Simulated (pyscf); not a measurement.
PySCF, gas phase, ωB97X-D3(BJ)/def2-SVP geometries.

Question: `[OH][Si]([OH])([OH])[OH]` + `[F][CH2][F]` -> `[OH][Si]([OH])([OH])[CH]([F])[F]` + `[OH2]`
Surface: singlet. Broken: O–Si, C–H. Formed: C–Si, H–O. Give ΔE‡ and ΔE from ωB97M-D3(BJ)/def2-TZVP, relative to the separated reactants.

Answer: ΔE‡ = 286.7 kJ/mol, ΔE = +146.0 kJ/mol. Zero-point energy shifts the barrier by -3.3 kJ/mol. It is a four-centre exchange, with an imaginary mode of 1149i cm⁻¹. On the reactant side the descent ends in a complex (not fully relaxed), 21.0 kJ/mol under the separated species and 309.8 kJ/mol under the saddle at ωB97X-D3(BJ)/def2-TZVP. On the product side the descent ends in an adduct with a O–Si contact (not fully relaxed), 2.0 kJ/mol under the separated species and 148.5 kJ/mol under the saddle at ωB97X-D3(BJ)/def2-TZVP. What is counted as broken (O–Si) persists as a longer contact in the product adduct; parting that adduct is a step of its own. This is the saddle that the search found; another between the same sides may lie lower.
